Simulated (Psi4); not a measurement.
Reaction (SMILES): [O+]#[Si-] (O-Si) + 3 [H][H] (H2) → O (H2O) + [SiH4] (SiH4)
B3LYP-D3(BJ)/def2-TZVP geometries, fixed; electronic energies without zero-point terms.
Largest species:
```xyz
5

Si     0.0000     0.0000     0.0000
H      0.8756     0.8547     0.8331
H     -0.8222    -0.8655     0.8753
H     -0.8862     0.8545    -0.8220
H      0.8328    -0.8437    -0.8864
```
Charge 0, spin multiplicity 1.

Basis-set convergence of the energy of full hydrogenation at B3LYP with Psi4. Cartesian d functions, on some or all atoms, in 6-31G*, 6-31+G*; all else is spherical. Density fitting with the program's default auxiliary sets. Psi4's default fitting sets serve the pcseg sets less well. No added dispersion term, no relativity. Functions are those of the species that has most. Reference: the value in aug-cc-pV(Q+d)Z, -36.52 kcal/mol, itself unsure by roughly 0.78 kcal/mol (its mean distance from def2-QZVPPD, def2-QZVPP, cc-pV(Q+d)Z). Deviations are taken from unrounded values.

| basis | functions | energy of full hydrogenation (kcal/mol) |
|---|---|---|
| 6-31G* | 34 | -29.01 |
| 6-31+G* | 42 | -33.71 |
| def2-SVP | 38 | -40.61 |
| def2-SVPD | 56 | -48.79 |
| pcseg-1 | 38 | -37.73 |
| aug-pcseg-1 | 63 | -42.85 |
| cc-pV(D+d)Z | 43 | -37.78 |
| aug-cc-pV(D+d)Z | 68 | -45.47 |
| 6-311G** | 50 | -36.00 |
| 6-311+G** | 54 | -39.20 |
| def2-TZVP | 68 | -33.91 |
| def2-TZVPD | 83 | -35.48 |
| pcseg-2 | 90 | -36.68 |
| aug-pcseg-2 | 142 | -36.76 |
| cc-pV(T+d)Z | 95 | -33.84 |
| aug-cc-pV(T+d)Z | 147 | -36.22 |
| def2-TZVPP | 98 | -35.94 |
| def2-TZVPPD | 116 | -36.88 |
| cc-pV(Q+d)Z | 184 | -35.23 |
| aug-cc-pV(Q+d)Z | 273 | -36.52 |
| def2-QZVPP | 190 | -35.80 |
| def2-QZVPPD | 208 | -36.18 |
| pcseg-3 | 196 | -35.98 |
| aug-pcseg-3 | 285 | -35.99 |

What the diffuse functions change, pair by pair:
- 6-31G* to 6-31+G*: 8 more functions, deviation 7.51 to 2.81 kcal/mol
- def2-SVP to def2-SVPD: 18 more functions, deviation -4.09 to -12.27 kcal/mol
- pcseg-1 to aug-pcseg-1: 25 more functions, deviation -1.21 to -6.33 kcal/mol
- cc-pV(D+d)Z to aug-cc-pV(D+d)Z: 25 more functions, deviation -1.27 to -8.95 kcal/mol
- 6-311G** to 6-311+G**: 4 more functions, deviation 0.51 to -2.69 kcal/mol
- def2-TZVP to def2-TZVPD: 15 more functions, deviation 2.61 to 1.04 kcal/mol
- pcseg-2 to aug-pcseg-2: 52 more functions, deviation -0.16 to -0.24 kcal/mol
- cc-pV(T+d)Z to aug-cc-pV(T+d)Z: 52 more functions, deviation 2.68 to 0.29 kcal/mol
- def2-TZVPP to def2-TZVPPD: 18 more functions, deviation 0.58 to -0.36 kcal/mol
- cc-pV(Q+d)Z to aug-cc-pV(Q+d)Z: 89 more functions, deviation 1.29 to 0.00 kcal/mol
- def2-QZVPP to def2-QZVPPD: 18 more functions, deviation 0.72 to 0.34 kcal/mol
- pcseg-3 to aug-pcseg-3: 89 more functions, deviation 0.54 to 0.53 kcal/mol

Leaving out the reference's own pair, they bring the value nearer the reference by more than 0.78 kcal/mol in 3 of 11 pairs.
